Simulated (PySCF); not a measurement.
PySCF job for dimethyl sulfide (C2H6S), SMILES CSC, B3LYP/pcSseg-1. Geometry: PBE0-D3(BJ)/def2-TZVP.

```python
import numpy as np
from pyscf import gto, scf, dft
from pyscf.prop.nmr import rks as nmr

mol = gto.M(
    atom='''
    C     1.36881709    0.00000000   -0.50702841
    S    -0.00000000   -0.00000000    0.65441358
    C    -1.36881708    0.00000000   -0.50702841
    H     1.35334683   -0.89258726   -1.13576462
    H     2.28872667    0.00000000    0.07839106
    H     1.35334683    0.89258726   -1.13576462
    H    -1.35334683   -0.89258726   -1.13576463
    H    -2.28872667   -0.00000000    0.07839106
    H    -1.35334683    0.89258726   -1.13576463
    ''',
    basis='pcSseg-1',
    charge=0,
    spin=0,
    max_memory=1600,
    verbose=3,
)
mf = dft.RKS(mol, xc='b3lyp')
mf.grids.level = 3
mf.conv_tol = 1e-10
mf.max_cycle = 100
mf.kernel()
n = nmr.NMR(mf)
n.verbose = 2
n.max_cycle_cphf = 60
sigma = n.kernel()
print('atom   isotropic/ppm   span/ppm')
for i, s in enumerate(sigma):
    w = np.linalg.eigvalsh((s + s.T) / 2)
    print(f'{mol.atom_symbol(i):2s}{i + 1:3d} {w.mean():14.3f} {w[2] - w[0]:11.3f}')
```

Log of the run:

```
converged SCF energy = -478.006604269133
atom   isotropic/ppm   span/ppm
C   1        158.138      38.546
S   2        571.651     318.883
C   3        158.138      38.546
H   4         29.706      11.687
H   5         29.780      12.275
H   6         29.706      11.687
H   7         29.706      11.687
H   8         29.780      12.275
H   9         29.706      11.687
```

The calculation finished and met its thresholds.

Cost: about 14 core-seconds (a rough figure).
